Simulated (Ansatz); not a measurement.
# C₂HSi (quartet): the correlation ladder, cc-pVDZ

How much of the correlation energy of C₂HSi (quartet) does each wave-function method recover here?

Program: Ansatz 0.2.0, Gaussian basis. Level of theory: cc-pVDZ, core rule «outside noble gas», up to 7 orbitals frozen. These are calculated values, not measurements.

To be run: UHF; CCSD(T) on ROHF; CCSD(T) on UHF; BCCD(T) on ROHF; CISD as a restricted active space (open shells left free, so some higher excitations enter); CCSDT(Q) on ROHF; CCSDT(Q) on UHF.

17 further runs of the same task are left out: 6 that didn't finish, 11 set aside as unsound or not needed. Runs told in other sessions of the task aren't counted.

## (1) The geometry

The geometry is a PBE0/def2-TZVP stationary point (not a proven minimum) of the parent state, kept for this charge and spin.

4 atoms, charge 0, spin multiplicity 4.

Atoms are counted from 1 here; the program's logs count them from 0.

Bond lengths: C1–Si2 1.809 Å, Si2–C3 1.662 Å, C3–H4 1.076 Å. Angles: C1–Si2–C3 147.7°, Si2–C3–H4 159.6°.

Geometry (Å):

```xyz
4

C    -0.01246   -0.27712    1.75580
Si   -0.00445    0.22721    0.01818
C     0.03903   -0.23306   -1.57771
H    -0.19265   -0.25172   -2.62877
```

In the tables R marks a restricted open-shell determinant and U an unrestricted one; energies count from the table's Hartree-Fock row.

## (2) UHF

Contents of in.yaml:

```yaml
crystal:
  periodic: [false, false, false]
  atoms:
    - {symbol: C, position_ang: [-0.012455, -0.277117, 1.755797]}
    - {symbol: Si, position_ang: [-0.004451, 0.227208, 0.018184]}
    - {symbol: C, position_ang: [0.039031, -0.233056, -1.577710]}
    - {symbol: H, position_ang: [-0.192654, -0.251725, -2.628772]}
basis:
  gaussian: {orbitals: cc-pVDZ}
magnetization: {spin_polarized: true, initial_magnetization: 3}
hamiltonian: {xc: hf}
output: {orbitals: {seedname: orbitals}}
```

Started as:

```bash
$ ansatz run in.yaml --threads 1 --pin off --events-out ev --progress --plain --max-ram 2393MiB
```

What it wrote:

```text
Functional definition: HF
  name "HF"
  cite "Fock, Z. Phys. 61, 126 (1930) doi:10.1007/BF01340294"
  parent pbe
  exchange = exact_x
  correlation = 0
495 factors; integrals over basis functions are off by at most 7.5e-4 eV
mean field evaluation 1: about -9928.3969 eV, gradient 1.4e1 eV
mean field evaluation 2: about -9928.4006 eV, gradient 1.4e1 eV
mean field evaluation 4: about -9930.7245 eV, gradient 3.7e0 eV
mean field evaluation 8: about -9931.5652 eV, gradient 1.8e0 eV
mean field evaluation 16: about -9932.0591 eV, gradient 5.4e-3 eV
mean field evaluation 32: about -9929.9317 eV, gradient 8.9e0 eV
mean field evaluation 64: about -9930.3962 eV, gradient 1.9e0 eV
mean field evaluation 96: about -9931.0716 eV, gradient 4.4e-4 eV
mean field evaluation 128: about -9925.9021 eV, gradient 1.0e1 eV
mean field -9932.05909472 eV, -364.9964395395 hartree, gradient 2.1e-5 eV, S^2 4.750681; 4 other end points of the search recorded, 0 dependent functions left out
reference -9932.05909472 eV, -364.9964395395 hartree; 15, 12 occupied and 36, 39 virtual orbitals, 495 factors
Total energy: -9932.05909472 eV, -364.9964395395 hartree
```

It took 2.2 s on 1 thread of Arm Neoverse V1, shared host.

From the report: ⟨S²⟩ of the determinant 4.751 (pure quartet: 3.75). The determinant of HF (⟨S²⟩ 4.75) is far from a pure spin state, so its energy mixes those of several spin states; that is harmless only where they are near-degenerate.

## (3) CCSD(T) on ROHF

Changes to in.yaml since step 2:

```diff
@@ -9,4 +9,3 @@
   gaussian: {orbitals: cc-pVDZ}
-magnetization: {spin_polarized: true, initial_magnetization: 3}
-hamiltonian: {xc: hf}
-output: {orbitals: {seedname: orbitals}}
+magnetization: {spin_polarized: false, initial_magnetization: 3}
+correlation: {method: ccsd_t, electrons: outside_noble_gas}
```

The command is unchanged.

What it wrote, shortened:

```text
Functional definition: HF
  name "HF"
  cite "Fock, Z. Phys. 61, 126 (1930) doi:10.1007/BF01340294"
  parent pbe
[...]
495 factors; integrals over basis functions are off by at most 7.5e-4 eV
[...]
mean field -9930.45807354 eV, -364.9376030962 hartree, gradient 2.5e-6 eV, S^2 3.750000; 13 other end points of the search recorded, 0 dependent functions left out
[...]
determinant -9930.45807354 eV, -364.9376030962 hartree, with singles and doubles -9939.40375873 eV, -365.2663509635 hartree
determinant -9930.40522473 eV, -364.9356609383 hartree, with singles and doubles -9939.25749129 eV, -365.2609757342 hartree
determinant -9928.73540638 eV, -364.8742962457 hartree, with singles and doubles -9937.20042852 eV, -365.1853800717 hartree
determinant -9930.45807354 eV, -364.9376030962 hartree, with singles and doubles -9939.55978989 eV, -365.2720850030 hartree
determinant -9930.40522473 eV, -364.9356609383 hartree, with singles and doubles -9939.52196122 eV, -365.2706948249 hartree
[...]
determinant -9930.06983545 eV, -364.9233356096 hartree, with singles and doubles -9939.55542007 eV, -365.2719244148 hartree
determinant -9930.06983545 eV, -364.9233356096 hartree, with singles and doubles -9939.57664248 eV, -365.2727043241 hartree
unrestricted determinant -9932.05909472 eV, -364.9964395395 hartree, S^2 4.7507
7 core orbitals not correlated: weight in the atoms' cores, before any rotation towards them, 1.000 or more for the frozen orbitals, at most 0.000 for the correlated occupied ones
reference -9930.45807354 eV, -364.9376030962 hartree; 8, 5 occupied and 36, 39 virtual orbitals, 495 factors
second order -7.59840890 eV of doubles, -0.13891655 eV of singles
cycle   1  -9.10171751 eV  change   -1.1e-6 eV  update   3.8e-6
perturbative correction -0.57365783 eV, -0.0210815364 hartree
Total energy: -9940.13344887 eV, -365.2931665816 hartree
```

It took 15 s on 1 thread of Arm Neoverse V1, shared host.

From the report: correlation -9.6754 eV; T1 0.141; largest double amplitude 0.09.

## (4) CCSD(T) on UHF

Changes to in.yaml since step 3:

```diff
@@ -9,3 +9,3 @@
   gaussian: {orbitals: cc-pVDZ}
-magnetization: {spin_polarized: false, initial_magnetization: 3}
+magnetization: {spin_polarized: true, initial_magnetization: 3}
 correlation: {method: ccsd_t, electrons: outside_noble_gas}
```

Launched as before.

What it wrote, shortened:

```text
Functional definition: HF
  name "HF"
  cite "Fock, Z. Phys. 61, 126 (1930) doi:10.1007/BF01340294"
  parent pbe
[...]
495 factors; integrals over basis functions are off by at most 7.5e-4 eV
[...]
mean field -9932.05909472 eV, -364.9964395395 hartree, gradient 9.4e-6 eV, S^2 4.750681; 9 other end points of the search recorded, 0 dependent functions left out
determinant -9932.05909472 eV, -364.9964395395 hartree, with singles and doubles -9939.64450943 eV, -365.2751983886 hartree
determinant -9931.07163961 eV, -364.9601512336 hartree, with singles and doubles -9939.21974502 eV, -365.2595885843 hartree
determinant -9931.03816826 eV, -364.9589211840 hartree, with singles and doubles -9939.32930116 eV, -365.2636146982 hartree
determinant -9930.86988008 eV, -364.9527367076 hartree, with singles and doubles -9938.74392649 eV, -365.2421025759 hartree
determinant -9932.05909472 eV, -364.9964395395 hartree, with singles and doubles -9939.68550911 eV, -365.2767050990 hartree
determinant -9931.07163961 eV, -364.9601512336 hartree, with singles and doubles -9939.21468905 eV, -365.2594027808 hartree
determinant -9931.03816826 eV, -364.9589211840 hartree, with singles and doubles -9939.59690865 eV, -365.2734490920 hartree
7 core orbitals not correlated: weight in the atoms' cores, before any rotation towards them, 1.000 or more for the frozen orbitals, at most 0.000 for the correlated occupied ones
reference -9932.05909472 eV, -364.9964395395 hartree; 8, 5 occupied and 36, 39 virtual orbitals, 495 factors
second order -5.98693988 eV of doubles, -0.00000000 eV of singles
cycle   1  -7.62641325 eV  change    1.1e-6 eV  update   3.9e-6
perturbative correction -0.38482642 eV, -0.0141421100 hartree
Total energy: -9940.07033439 eV, -365.2908471670 hartree
```

Wall time 13 s (1 thread of Arm Neoverse V1, shared host).

From the report: ⟨S²⟩ of the determinant 4.751 (pure quartet: 3.75); correlation -8.0112 eV; T1 0.072; largest double amplitude 0.09. The determinant of CCSD(T) (⟨S²⟩ 4.75) is far from a pure spin state, so its energy mixes those of several spin states; high orders of coupled cluster remove much of that, low ones don't.

## (5) BCCD(T) on ROHF

Changes to in.yaml since step 4:

```diff
@@ -9,3 +9,3 @@
   gaussian: {orbitals: cc-pVDZ}
-magnetization: {spin_polarized: true, initial_magnetization: 3}
-correlation: {method: ccsd_t, electrons: outside_noble_gas}
+magnetization: {spin_polarized: false, initial_magnetization: 3}
+correlation: {method: bccd_t, electrons: outside_noble_gas}
```

The command is unchanged.

What it wrote, shortened:

```text
Functional definition: HF
  name "HF"
  cite "Fock, Z. Phys. 61, 126 (1930) doi:10.1007/BF01340294"
  parent pbe
[...]
495 factors; integrals over basis functions are off by at most 7.5e-4 eV
[...]
mean field -9930.45807354 eV, -364.9376030962 hartree, gradient 2.5e-6 eV, S^2 3.750000; 13 other end points of the search recorded, 0 dependent functions left out
[...]
determinant -9930.45807354 eV, -364.9376030962 hartree, with singles and doubles -9939.40375873 eV, -365.2663509635 hartree
determinant -9930.40522473 eV, -364.9356609383 hartree, with singles and doubles -9939.25749129 eV, -365.2609757342 hartree
determinant -9928.73540638 eV, -364.8742962457 hartree, with singles and doubles -9937.20042852 eV, -365.1853800717 hartree
determinant -9930.45807354 eV, -364.9376030962 hartree, with singles and doubles -9939.55978989 eV, -365.2720850030 hartree
determinant -9930.40522473 eV, -364.9356609383 hartree, with singles and doubles -9939.52196122 eV, -365.2706948249 hartree
[...]
determinant -9930.06983545 eV, -364.9233356096 hartree, with singles and doubles -9939.55542007 eV, -365.2719244148 hartree
determinant -9930.06983545 eV, -364.9233356096 hartree, with singles and doubles -9939.57664248 eV, -365.2727043241 hartree
unrestricted determinant -9932.05909472 eV, -364.9964395395 hartree, S^2 4.7507
7 core orbitals not correlated: weight in the atoms' cores, before any rotation towards them, 1.000 or more for the frozen orbitals, at most 0.000 for the correlated occupied ones
reference -9930.45807354 eV, -364.9376030962 hartree; 8, 5 occupied and 36, 39 virtual orbitals, 495 factors
second order -7.59840890 eV of doubles, -0.13891655 eV of singles
cycle   1  -8.92718967 eV  change    1.7e-1 eV  update   1.5e-1
[...]
cycle  30  -9.16298007 eV  change    5.8e-6 eV  update   1.0e-5
perturbative correction -0.49032517 eV, -0.0180191175 hartree
Total energy: -9940.11137878 eV, -365.2923555206 hartree
```

Run time: 17 s. Hardware: 1 thread of Arm Neoverse V1, shared host.

From the report: correlation -9.6533 eV; largest double amplitude 0.10.

## (6) CISD as a restricted active space (open shells left free, so some higher excitations enter)

Changes to in.yaml since step 5:

```diff
@@ -10,2 +10,2 @@
 magnetization: {spin_polarized: false, initial_magnetization: 3}
-correlation: {method: bccd_t, electrons: outside_noble_gas}
+correlation: {active_space: {ras: {orbitals: [5, 3, 36], electrons: 13, max_holes: 2, max_particles: 2}, fixed_orbitals: true}}
```

Launched as before.

What it wrote, shortened:

```text
Functional definition: HF
  name "HF"
  cite "Fock, Z. Phys. 61, 126 (1930) doi:10.1007/BF01340294"
  parent pbe
[...]
495 factors; integrals over basis functions are off by at most 7.5e-4 eV
[...]
mean field -9930.45807354 eV, -364.9376030962 hartree, gradient 2.5e-6 eV, S^2 3.750000; 11 other end points of the search recorded, 0 dependent functions left out
reference -9930.45807354 eV, -364.9376030962 hartree; 15, 12 occupied and 36, 39 virtual orbitals, 495 factors
state -9938.35262416 eV, -365.2277224804 hartree
Total energy: -9938.35262416 eV, -365.2277224804 hartree
```

Run time: 25 s. Hardware: 1 thread of Arm Neoverse V1, shared host.

From the report: 428,374 determinants.

## (7) CCSDT(Q) on ROHF

Changes to in.yaml since step 6:

```diff
@@ -10,2 +10,2 @@
 magnetization: {spin_polarized: false, initial_magnetization: 3}
-correlation: {active_space: {ras: {orbitals: [5, 3, 36], electrons: 13, max_holes: 2, max_particles: 2}, fixed_orbitals: true}}
+correlation: {method: ccsdt_q, electrons: outside_noble_gas}
```

Same command.

What it wrote, shortened:

```text
Functional definition: HF
  name "HF"
  cite "Fock, Z. Phys. 61, 126 (1930) doi:10.1007/BF01340294"
  parent pbe
[...]
937 factors; integrals over basis functions are off by at most 1.8e-7 eV
[...]
mean field -9930.45813620 eV, -364.9376053991 hartree, gradient 2.5e-6 eV, S^2 3.750000; 13 other end points of the search recorded, 0 dependent functions left out
[...]
determinant -9930.45813620 eV, -364.9376053991 hartree, with singles and doubles -9939.40382423 eV, -365.2663533707 hartree
determinant -9930.40528793 eV, -364.9356632611 hartree, with singles and doubles -9939.25755865 eV, -365.2609782097 hartree
determinant -9928.73547675 eV, -364.8742988318 hartree, with singles and doubles -9937.20050501 eV, -365.1853828826 hartree
determinant -9930.45813620 eV, -364.9376053991 hartree, with singles and doubles -9939.55985088 eV, -365.2720872444 hartree
determinant -9930.40528793 eV, -364.9356632611 hartree, with singles and doubles -9939.52202254 eV, -365.2706970782 hartree
[...]
determinant -9930.06989931 eV, -364.9233379564 hartree, with singles and doubles -9939.55548156 eV, -365.2719266747 hartree
determinant -9930.06989931 eV, -364.9233379564 hartree, with singles and doubles -9939.57670287 eV, -365.2727065433 hartree
unrestricted determinant -9932.05915767 eV, -364.9964418529 hartree, S^2 4.7507
7 core orbitals not correlated: weight in the atoms' cores, before any rotation towards them, 1.000 or more for the frozen orbitals, at most 0.000 for the correlated occupied ones
reference -9930.45813620 eV, -364.9376053991 hartree; 8, 5 occupied and 36, 39 virtual orbitals, 937 factors
second order -7.59842945 eV of doubles, -0.13891628 eV of singles
cycle   1  -8.35072068 eV  change   -6.1e-1 eV  update   1.4e-1
[...]
cycle  40  -9.72881104 eV  change    1.3e-6 eV  update   9.4e-7
perturbative correction -0.09587587 eV, -0.0035233733 hartree
Total energy: -9940.28282312 eV, -365.2986559840 hartree
```

Run time: 3.4 min. Hardware: 1 thread of Arm Neoverse V1, shared host; peak memory 0.94 GiB.

From the report: correlation -9.8247 eV; T1 0.176; largest double amplitude 0.14.

## (8) CCSDT(Q) on UHF

Changes to in.yaml since step 7:

```diff
@@ -9,3 +9,3 @@
   gaussian: {orbitals: cc-pVDZ}
-magnetization: {spin_polarized: false, initial_magnetization: 3}
+magnetization: {spin_polarized: true, initial_magnetization: 3}
 correlation: {method: ccsdt_q, electrons: outside_noble_gas}
```

The command is unchanged.

What it wrote, shortened:

```text
Functional definition: HF
  name "HF"
  cite "Fock, Z. Phys. 61, 126 (1930) doi:10.1007/BF01340294"
  parent pbe
[...]
937 factors; integrals over basis functions are off by at most 1.8e-7 eV
[...]
mean field -9932.05915767 eV, -364.9964418529 hartree, gradient 9.5e-6 eV, S^2 4.750681; 8 other end points of the search recorded, 0 dependent functions left out
determinant -9932.05915767 eV, -364.9964418529 hartree, with singles and doubles -9939.64456747 eV, -365.2752005216 hartree
determinant -9931.07170418 eV, -364.9601536063 hartree, with singles and doubles -9939.21982447 eV, -365.2595915040 hartree
determinant -9931.03823071 eV, -364.9589234793 hartree, with singles and doubles -9939.32936710 eV, -365.2636171215 hartree
determinant -9930.86995515 eV, -364.9527394664 hartree, with singles and doubles -9938.74398366 eV, -365.2421046767 hartree
determinant -9932.05915767 eV, -364.9964418529 hartree, with singles and doubles -9939.68556810 eV, -365.2767072670 hartree
determinant -9931.07170418 eV, -364.9601536063 hartree, with singles and doubles -9939.21474989 eV, -365.2594050167 hartree
determinant -9931.03823071 eV, -364.9589234793 hartree, with singles and doubles -9939.59696959 eV, -365.2734513317 hartree
7 core orbitals not correlated: weight in the atoms' cores, before any rotation towards them, 1.000 or more for the frozen orbitals, at most 0.000 for the correlated occupied ones
reference -9932.05915767 eV, -364.9964418529 hartree; 8, 5 occupied and 36, 39 virtual orbitals, 937 factors
second order -5.98694086 eV of doubles, -0.00000000 eV of singles
cycle   1  -6.73706958 eV  change   -7.5e-1 eV  update   1.2e-1
[...]
cycle  39  -8.14449881 eV  change   -9.1e-7 eV  update   6.0e-7
perturbative correction -0.05250273 eV, -0.0019294397 hartree
Total energy: -9940.25615921 eV, -365.2976761033 hartree
```

Wall time 3.1 min (1 thread of Arm Neoverse V1, shared host); peak memory 0.79 GiB.

From the report: ⟨S²⟩ of the determinant 4.751 (pure quartet: 3.75); correlation -8.1970 eV; T1 0.086; largest double amplitude 0.12. The determinant of CCSDT(Q) (⟨S²⟩ 4.75) is far from a pure spin state, so its energy mixes those of several spin states; high orders of coupled cluster remove much of that, low ones don't.

## (9) All levels against the top one

No level here is safe as a reference; RCCSDT(Q) serves as a yardstick only. Rows without a time are mean-field rows or come out of runs for another level: lower rungs of the coupled-cluster runs, or the Hartree-Fock search.

Differences are taken before rounding.

```csv
method,energy from the lowest ROHF (kcal/mol),from RCCSDT(Q) (kcal/mol),time
ROHF,0.00,+226.56,
UHF,-36.92,+189.64,
RMP2,-178.43,+48.14,
UMP2,-174.98,+51.58,
CISD,-182.05,+44.51,25 s
RCCSD,-209.89,+16.67,
UCCSD,-212.79,+13.77,
RCCSD(T),-223.12,+3.44,15 s
UCCSD(T),-221.66,+4.90,13 s
BCCD(T),-222.61,+3.95,17 s
RCCSDT,-224.35,+2.21,
UCCSDT,-224.74,+1.83,
RCCSDT(Q),-226.56,0,3.4 min
UCCSDT(Q),-225.95,+0.61,3.1 min
```

Among the levels timed on like hardware and quicker than the yardstick, those that no quicker one beats, quickest first: UCCSD(T) (13 s, +4.90 kcal/mol); RCCSD(T) (15 s, +3.44 kcal/mol); UCCSDT(Q) (3.1 min, +0.61 kcal/mol).

## (10) Outcome

| quantity | value |
| --- | --- |
| RCCSDT(Q) from the ROHF energy | -9.8247 eV |
| RMP2 from RCCSDT(Q) | +48.14 kcal/mol |
| UMP2 from RCCSDT(Q) | +51.58 kcal/mol |
| RCCSD from RCCSDT(Q) | +16.67 kcal/mol |
| RCCSD(T) from RCCSDT(Q) | +3.44 kcal/mol |
| UCCSD(T) from RCCSDT(Q) | +4.90 kcal/mol |
| UCCSDT(Q) from RCCSDT(Q) | +0.61 kcal/mol |
| T1 diagnostic | 0.141 |

In words: RCCSD(T) lands +3.44 kcal/mol from the yardstick (1.5 % of the correlation energy). CCSD(T) misses by +3.44 kcal/mol on the restricted determinant and by +4.90 kcal/mol on the unrestricted one; the two need not hold the same state or core. Warnings: spin contamination; large T1 diagnostic.

With open shells the CI space here admits some higher excitations, so it is larger than plain CISD.
